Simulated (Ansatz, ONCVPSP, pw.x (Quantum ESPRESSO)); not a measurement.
**germanium (Ge): one change to the ONCV potential, in the atom and in the diamond crystal**

```
Element                 : Ge (Z = 32)
Generator               : ONCVPSP 4.0.1
Type                    : optimised norm-conserving Vanderbilt (ONCV)
Functional              : PBE
Relativity              : scalar-relativistic
Frozen core             : [Ar] 3d10
Valence charge          : 4
Reference configuration : 4s1.75 4p2.25
Partial waves           : 4s: rc 1.55 bohr, ncon 3, nbas 6, qcut 4.7 1/bohr, local; 4p: rc 2.45 bohr, ncon 3, nbas 6, qcut 3.5 1/bohr, 2 projectors, debl 3.3 Ha; d scattering state at 0.03 Ha: rc 2.30 bohr, ncon 3, nbas 6, qcut 3.9 1/bohr, 2 projectors, debl 2.7 Ha
Local potential         : the s channel
Core correction         : none
```

Change: core correction Teter function, fcfact 2.5, rcfact 1.5.

Cutoffs, loose and tight: the cutoffs (Ha) at which the residual kinetic energy of the hardest occupied pseudo-wave falls to 1 and 0.1 mHa per electron. They do not see the model core or the augmentation charge, which bear on the density cutoff. Test errors are all-electron minus pseudo excitation energies from the reference, over the configurations 4s2 4p2; 4s2 4p1; 4s2 4p0; 4s1 4p2; variants that change the core or the reference have their own tests.

Crystal test: diamond Ge in pw.x 7.5, no spin, 8³ k-points, Fermi–Dirac smearing 0.01 Ry, cutoffs set for each file from its atomic test. The reference is all-electron LAPW (Ansatz 0.2.0) with the same functional, mesh and smearing; V0 and B0 come from Birch–Murnaghan fits to the pressures at five volumes. Errors are pseudo minus all-electron; Δ is the rms difference of the E(V) curves that follow from these fits, minima aligned, over ±6 % about the mean V0. Mesh and smearing are coarse, so the numbers serve the comparison and aren't converged zero-temperature values; the lattice is a test structure that the element need not adopt.

All-electron: a0 = 5.765 Å (V0 = 23.95 Å³/atom), B0 = 57.6 GPa.

Problem. Does the change bring the crystal closer to the all-electron result?

Solution. The mean pressure error goes from +0.86 to +0.44 GPa, so the change moves the solid closer to the all-electron pressures. The B0 error goes the other way, from -2.6 to +2.8 %.

```tsv
quantity	base	changed
outcome (atom)	generated	generated
cutoff, loose (atom)	8.8 Ha	8.8 Ha
cutoff, tight (atom)	12 Ha	12 Ha
bound ghosts (atom)	none	none
largest test error (meV) (atom)	-22	-94
cutoffs in pw.x (Ry)	35/140	50/200
a0 (Å)	5.794	5.779
a0 error (%)	+0.49	+0.24
B0 error (%)	-2.6	+2.8
Δ (meV/atom)	4.4	2.3
mean pressure error (GPa)	+0.86	+0.44
```

Base: The cutoffs count occupied waves only; projector 2 of the d channel, the hardest unoccupied one, needs 35 Ha at the loose tolerance. Changed file: The cutoffs count occupied waves only; projector 2 of the d channel, the hardest unoccupied one, needs 35 Ha at the loose tolerance.
